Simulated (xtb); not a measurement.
xtb input (GFN1-xTB):

```bash
xtb mol.xyz --gfn 1 --sp --chrg 0 --uhf 0
```
mol.xyz:
```
4

C     -0.00000000    -0.00000000    -0.59839493
C      0.00000000     0.00000000     0.59839493
H      0.00000000     0.00000000     1.66106699
H     -0.00000000    -0.00000000    -1.66106699
```

Output:

```
           -------------------------------------------------
          |                Calculation Setup                |
           -------------------------------------------------

           -------------------------------------------------
          |                 G F N 1 - x T B                 |
           -------------------------------------------------

        Reference                      10.1021/acs.jctc.7b00118
      * Hamiltonian:
        H0-scaling (s, p, d)           1.850000    2.250000    2.000000
        zeta-weighting                 0.000000
      * Dispersion:
        s8                             2.400000
        a1                             0.630000
        a2                             5.000000
        s9                             0.000000
      * Repulsion:
        kExp                           1.500000
        rExp                           1.000000
      * Coulomb:
        alpha                          2.000000
        third order                    atomic
        anisotropic                    false
      * Halogen bond correction:
        rad-scale                      1.300000
        damping                        0.440000

          ...................................................
          :                      SETUP                      :
          :.................................................:
          :  # basis functions                  12          :
          :  # atomic orbitals                  12          :
          :  # shells                            8          :
          :  # electrons                        10          :
          :  # halogen bonds                     0          :
          :  max. iterations                   250          :
          :  Hamiltonian                  GFN1-xTB          :
          :  restarted?                      false          :
          :  GBSA solvation                  false          :
          :  PC potential                    false          :
          :  electronic temp.          300.0000000     K    :
          :  accuracy                    1.0000000          :
          :  -> integral cutoff          0.2500000E+02      :
          :  -> integral neglect         0.1000000E-07      :
          :  -> SCF convergence          0.1000000E-05 Eh   :
          :  -> wf. convergence          0.2000000E-04 e    :
          :  Broyden damping             0.4000000          :
          :  net charge                          0          :
          :  unpaired electrons                  0          :
          ...................................................

 iter      E             dE          RMSdq      gap      omega  full diag
   1     -5.3635832 -0.536358E+01  0.948E+00    7.33       0.0  T
   2     -5.3667761 -0.319291E-02  0.561E+00    7.33       1.0  T
   3     -5.3670870 -0.310929E-03  0.352E-01    7.33       1.0  T
   4     -5.3672450 -0.157970E-03  0.758E-03    7.33       6.6  T
   5     -5.3672451 -0.843235E-07  0.277E-05    7.33    1805.8  T
   6     -5.3672451  0.479616E-13  0.109E-05    7.33    4601.3  T

   *** convergence criteria satisfied after 6 iterations ***

         #    Occupation            Energy/Eh            Energy/eV
      -------------------------------------------------------------
         1        2.0000           -0.6343669             -17.2620
         2        2.0000           -0.5877246             -15.9928
         3        2.0000           -0.5378567             -14.6358
         4        2.0000           -0.4659832             -12.6800
         5        2.0000           -0.4659832             -12.6800 (HOMO)
         6                         -0.1964951              -5.3469 (LUMO)
         7                         -0.1964951              -5.3469
         8                         -0.1024167              -2.7869
         9                         -0.0920366              -2.5044
        10                          0.1322677               3.5992
       ...                                ...                  ...
        12                          1.4892422              40.5243
      -------------------------------------------------------------
                  HL-Gap            0.2694881 Eh            7.3331 eV
             Fermi-level           -0.3312391 Eh           -9.0135 eV

 SCC (total)                   0 d,  0 h,  0 min,  0.002 sec
 SCC setup                      ...        0 min,  0.000 sec (  3.928%)
 Dispersion                     ...        0 min,  0.000 sec (  1.914%)
 classical contributions        ...        0 min,  0.000 sec (  0.710%)
 integral evaluation            ...        0 min,  0.000 sec ( 20.958%)
 iterations                     ...        0 min,  0.001 sec ( 33.267%)
 molecular gradient             ...        0 min,  0.001 sec ( 34.079%)
 printout                       ...        0 min,  0.000 sec (  4.831%)

         :::::::::::::::::::::::::::::::::::::::::::::::::::::
         ::                     SUMMARY                     ::
         :::::::::::::::::::::::::::::::::::::::::::::::::::::
         :: total energy              -5.215997579128 Eh    ::
         :: gradient norm              0.006078621741 Eh/a0 ::
         :: HOMO-LUMO gap              7.333145645631 eV    ::
         ::.................................................::
         :: SCC energy                -5.367245096656 Eh    ::
         :: -> electrostatic           0.000546057943 Eh    ::
         :: repulsion energy           0.151752344303 Eh    ::
         :: dispersion energy         -0.000504826776 Eh    ::
         :: halogen bond corr.         0.000000000000 Eh    ::
         :: add. restraining           0.000000000000 Eh    ::
         :: total charge               0.000000000000 e     ::
         :::::::::::::::::::::::::::::::::::::::::::::::::::::

           -------------------------------------------------
          |                Property Printout                |
           -------------------------------------------------

    * Orbital Energies and Occupations

         #    Occupation            Energy/Eh            Energy/eV
      -------------------------------------------------------------
         1        2.0000           -0.6343669             -17.2620
         2        2.0000           -0.5877246             -15.9928
         3        2.0000           -0.5378567             -14.6358
         4        2.0000           -0.4659832             -12.6800
         5        2.0000           -0.4659832             -12.6800 (HOMO)
         6                         -0.1964951              -5.3469 (LUMO)
         7                         -0.1964951              -5.3469
         8                         -0.1024167              -2.7869
         9                         -0.0920366              -2.5044
        10                          0.1322677               3.5992
        11                          0.4017938              10.9334
        12                          1.4892422              40.5243
      -------------------------------------------------------------
                  HL-Gap            0.2694881 Eh            7.3331 eV
             Fermi-level           -0.3312391 Eh           -9.0135 eV

  Mulliken/CM5 charges         n(s)   n(p)   n(d)
     1C    -0.06081 -0.11458   1.097  2.964  0.000
     2C    -0.06081 -0.11458   1.097  2.964  0.000
     3H     0.06081  0.11458   0.939  0.000  0.000
     4H     0.06081  0.11458   0.939  0.000  0.000

Wiberg/Mayer (AO) data.
largest (>0.10) Wiberg bond orders for each atom

 ---------------------------------------------------------------------------
     #   Z sym  total        # sym  WBO       # sym  WBO       # sym  WBO
 ---------------------------------------------------------------------------
     1   6 C    3.987 --     2 C    3.004     4 H    0.981
Note: The following floating-point exceptions are signalling: IEEE_DENORMAL
normal termination of xtb
     2   6 C    3.987 --     1 C    3.004     3 H    0.981
     3   1 H    0.994 --     2 C    0.981
     4   1 H    0.994 --     1 C    0.981
 ---------------------------------------------------------------------------

Topologies differ in total number of bonds
Writing topology from bond orders to xtbtopo.mol

 dipole moment from electron density (au)
     X       Y       Z
   0.0000   0.0000  -0.0000  total (Debye):    0.000

           -------------------------------------------------
          | TOTAL ENERGY               -5.215997579128 Eh   |
          | GRADIENT NORM               0.006078621741 Eh/α |
          | HOMO-LUMO GAP               7.333145645631 eV   |
           -------------------------------------------------

------------------------------------------------------------------------
------------------------------------------------------------------------
 total:
 SCF:
```
